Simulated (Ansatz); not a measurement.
# Al₂F+ (triplet): wave-function methods side by side, cc-pVTZ

One table from this session's results is given with a row withheld; the runs are named, their logs left out.

The runs use Ansatz 0.2.0, Gaussian basis; cc-pVTZ, core rule «outside noble gas», up to 11 orbitals frozen.

Plan: UHF; CCSD(T) on ROHF; CCSD(T) on UHF; BCCD(T) on ROHF; CCSDT(Q) on ROHF; CCSDT(Q) on UHF.

10 further runs of the same task are left out: 5 for a known fault of the program, 5 set aside as unsound or not needed.

**The system**

The geometry is a PBE0/def2-TZVP stationary point (not a proven minimum) of the parent state, kept for this charge and spin.

3 atoms, charge 1, spin multiplicity 3.

Atoms are counted from 1 here; the program's logs count them from 0.

Bond lengths: Al1–Al2 2.338 Å, Al2–F3 1.647 Å. Angles: Al1–Al2–F3 180.0°.

The first run:

The input, in.yaml:

```yaml
crystal:
  periodic: [false, false, false]
  atoms:
    - {symbol: Al, position_ang: [0.000000, 0.000000, 2.107800]}
    - {symbol: Al, position_ang: [0.000000, 0.000000, -0.230400]}
    - {symbol: F, position_ang: [0.000000, 0.000000, -1.877400]}
basis:
  gaussian: {orbitals: cc-pVTZ}
total_charge: 1
magnetization: {spin_polarized: true, initial_magnetization: 2}
hamiltonian: {xc: hf}
output: {orbitals: {seedname: orbitals}}
```

Started as:

```bash
$ ansatz run in.yaml --threads 1 --pin off --events-out ev --progress --plain --max-ram 2560MiB --backend cpu
```

Among the steps run: UHF; CCSD(T) on ROHF; CCSD(T) on UHF; BCCD(T) on ROHF; CCSDT(Q) on ROHF; CCSDT(Q) on UHF.

One table of the session follows, with a row left open; its other results are not shown here.

```
   method  from UCCSDT(Q) (kcal/mol)
     ROHF                    +225.50
      UHF                    +223.51
     RMP2                     +16.61
     UMP2                     +16.56
    RCCSD                      +8.16
    UCCSD                          ?
 RCCSD(T)                      +0.90
 UCCSD(T)                      +0.87
  BCCD(T)                      +0.81
   RCCSDT                      +0.35
   UCCSDT                      +0.31
RCCSDT(Q)                      +0.13
UCCSDT(Q)                          0
```

Estimate the missing values for UCCSD.

As computed: from UCCSDT(Q) (kcal/mol): +8.06. In the column «from UCCSDT(Q) (kcal/mol)» it lies between RCCSD(T) (+0.90) and RCCSD (+8.16).

Limits of these values: Restricted and unrestricted rows rest on different reference determinants; where their highest levels disagree by more than a few hundredths of an eV, they describe different states and don't form one ladder.
